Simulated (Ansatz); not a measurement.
**C2H5FN2: up Jacob's ladder to CCSD(T)**

One table from this session's results is given with a row withheld; the runs are named, their logs left out.

Computed with Ansatz 0.2.0, Gaussian basis. Level: functionals in def2-TZVPP, the program's frozen cores in correlated methods.

Plan: PBE-D4, r2SCAN-D4, PBE0-D4, B3LYP-D4, ωB97X-V, ωB97M-V, B2PLYP; CCSD(T)/def2-TZVPP; MP2/def2-QZVPP; extrapolation to the limit.

## The relaxed structure

An earlier PBE0-D4 in a triple-zeta def2 set relaxation fixed the geometry.

SMILES `N/C=C(\N)F`, 10 atoms, charge 0, spin multiplicity 1.

Atoms are counted from 1 here; the program's logs count them from 0.

Bond lengths: N1–C2 1.390 Å, N1–H6 1.009 Å, N1–H7 1.011 Å, C2–C3 1.328 Å, C2–H8 1.083 Å, C3–N4 1.389 Å, C3–F5 1.364 Å, N4–H9 1.013 Å, N4–H10 1.014 Å. Angles: C2–N1–H6 113.8°, C2–N1–H7 111.9°, H6–N1–H7 111.6°, N1–C2–C3 124.1°, N1–C2–H8 116.7°, C3–C2–H8 119.1°, C2–C3–N4 124.7°, C2–C3–F5 119.0°, N4–C3–F5 116.3°, C3–N4–H9 112.5°, C3–N4–H10 112.9°, H9–N4–H10 108.6°.

As a file:

```mol
C2H5FN2
  3D, bonds by distance, orders not assigned

 10  9  0  0  0  0  0  0  0  0999 V2000
   -1.5660   -0.5070   -0.1278 N   0  0
   -0.2897   -0.6247   -0.6647 C   0  0
    0.7894   -0.0427   -0.1541 C   0  0
    0.7838    0.8167    0.9374 N   0  0
    2.0092   -0.3176   -0.6994 F   0  0
   -2.2948   -0.4398   -0.8217 H   0  0
   -1.6240    0.2440    0.5468 H   0  0
   -0.1770   -1.2963   -1.5071 H   0  0
    1.2320    1.7023    0.7349 H   0  0
    1.2202    0.4138    1.7587 H   0  0
  1  2  8  0
  2  3  8  0
  3  4  8  0
  3  5  8  0
  1  6  8  0
  1  7  8  0
  2  8  8  0
  4  9  8  0
  4 10  8  0
M  END
```

The first run:

File in.yaml:

```yaml
crystal:
  periodic: [false, false, false]
  atoms:
    - {symbol: N, position_ang: [-1.565994, -0.507005, -0.127781]}
    - {symbol: C, position_ang: [-0.289725, -0.624667, -0.664683]}
    - {symbol: C, position_ang: [0.789395, -0.042670, -0.154126]}
    - {symbol: N, position_ang: [0.783757, 0.816723, 0.937401]}
    - {symbol: F, position_ang: [2.009169, -0.317615, -0.699403]}
    - {symbol: H, position_ang: [-2.294798, -0.439844, -0.821750]}
    - {symbol: H, position_ang: [-1.623984, 0.243968, 0.546752]}
    - {symbol: H, position_ang: [-0.176964, -1.296286, -1.507097]}
    - {symbol: H, position_ang: [1.231994, 1.702338, 0.734871]}
    - {symbol: H, position_ang: [1.220150, 0.413762, 1.758715]}
basis:
  gaussian: {orbitals: def2-TZVPP}
hamiltonian: {xc: pbe, dispersion: d4}
output: {forces: true, orbitals: {seedname: orbitals}}
```

Command:

```sh
> ansatz run in.yaml --threads 4 --pin off --events-out ev --progress --plain --max-ram 10444MiB
```

Steps of the session up to this table: PBE-D4 (GGA); r2SCAN-D4 (meta-GGA); PBE0-D4 (hybrid); B3LYP-D4 (hybrid); ωB97X-V (range-separated); ωB97M-V (range-separated); B2PLYP (double hybrid); CCSD(T) in def2-TZVPP; MP2 in def2-QZVPP.

One of the session's tables, all rows but one given; the rest of the session is left out.

```
            method  atomisation energy (kcal/mol)
            PBE-D4                          957.5
         r2SCAN-D4                          918.4
           PBE0-D4                          927.1
          B3LYP-D4                          924.3
           ωB97X-V                          922.6
           ωB97M-V                          924.2
            B2PLYP                          911.0
     HF/def2-TZVPP                          610.9
    MP2/def2-TZVPP                          907.1
   CCSD/def2-TZVPP                          869.0
CCSD(T)/def2-TZVPP                          886.8
           MP2/CBS                          936.8
       CCSD(T)/CBS                              ?
```

**Question.** Estimate the row for CCSD(T)/CBS.

The run gave: atomisation energy (kcal/mol): 916.5. In the column «atomisation energy (kcal/mol)» it lies between B2PLYP (911.0) and r2SCAN-D4 (918.4).
